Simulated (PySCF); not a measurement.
Run record: geometry optimisation, `[AlH4-]`.

Method: PBE0-D3(BJ)/def2-SVP geometry optimisation, gas phase (PySCF 2.14.0). Start geometry: GFN2-xTB. The input is one job of a driver script: a line of settings, then coordinates in Å.

Command:
```bash
OMP_NUM_THREADS=1 python probes_run.py task.json out
```

Input:
```
{"job": {"xc": "PBE0", "basis": "def2-SVP", "d3": "d3bj", "grid": 1, "kind": "geom"}, "charge": -1, "multiplicity": 1}
Al     0.003730     0.001710    -0.007050
H      0.615800     1.173530    -0.955490
H     -1.069810     0.648890     1.031490
H      1.208660    -0.705680     0.828820
H     -0.741130    -1.112750    -0.932150
```

Output:
```
step   0  E = -244.63750570  max force = 0.003846
step   1  E = -244.63794369  max force = 0.000120
step   2  E = -244.63794413  max force = 0.000020
optimisation converged
```

Energies in Eh; «max force» is the largest Cartesian gradient component in Eh/bohr.

Question: Give the first gradient maximum in eV/Å.

Answer: With 1 Eh/bohr = 51.422 eV/Å, 0.198 eV/Å.

Summary of the converged run: final energy -244.63794 Eh after 2 steps.

Question: Give the final coordinates.

Answer: 0.020 Å rms from the input after alignment:
```
atom  x, y, z in Å
Al1    0.0035    0.0013   -0.0069
H2     0.6231    1.1907   -0.9693
H3    -1.0845    0.6568    1.0475
H4     1.2267   -0.7150    0.8390
H5    -0.7516   -1.1281   -0.9447
```

Question: How long does this job take on Arm Neoverse V1, one thread, on a shared host? And the peak memory of the process?

Answer: About 1.3 s, with 0.22 GiB resident at the peak, the Python interpreter and its libraries included.
Labels such as C1 count atoms from 1, the log's own numbers from 0.
